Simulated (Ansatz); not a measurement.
This geometry of FH + H5NSi (9 atoms, charge 0, multiplicity 1) is a first-order saddle point.

Computed with RKS PBE0/def2-SVP in Ansatz.

```xyz
9
Properties=species:S:1:pos:R:3
Si 0.074 -0.094 0.107
N 0.113 -0.175 1.985
H -0.797 -0.221 2.441
H 0.668 0.559 2.423
H 1.377 0.269 -0.507
H -0.707 1.201 -0.034
H -0.853 -1.076 -0.513
F 1.091 -1.789 0.753
H 0.695 -1.193 1.745
```

Task: Which two structures does it join? (They come from a converged band through this point; their orientation in space is the band's.)

Result: Bonds broken: Si1–N2, F8–H9. Bonds formed: Si1–F8, N2–H9. FH + H5NSi becomes FH3Si + H3N.

Initial state:

```xyz
9
Properties=species:S:1:pos:R:3
Si -0.114 0.225 0.098
N 0.079 -0.100 1.827
H -0.782 -0.256 2.349
H 0.649 0.571 2.339
H 1.252 0.348 -0.476
H -0.870 1.488 -0.180
H -0.865 -0.919 -0.484
F 1.380 -2.316 1.280
H 0.932 -1.561 1.647
```

Final state:

```xyz
9
Properties=species:S:1:pos:R:3
Si 0.366 -0.156 -0.328
N -0.110 -0.342 2.307
H -0.999 -0.728 2.619
H 0.074 0.484 2.874
H 0.730 -0.130 -1.786
H 0.460 1.251 0.142
H -0.997 -0.747 -0.258
F 1.525 -1.127 0.299
H 0.613 -1.025 2.530
```

Task: How far does it lie above each of them?

Result: 56.3 kJ/mol above the first and 108.4 kJ/mol above the second. This is the barrier of this one path; another mechanism may lie lower. The orbitals stay closed-shell, which can raise the energy where a bond breaks towards radicals; this wasn't checked here.

The run took 96 s on 1 thread of AMD EPYC 9R45 96-Core Processor (Zen 5), on a shared host, peak memory 0.16 GiB.
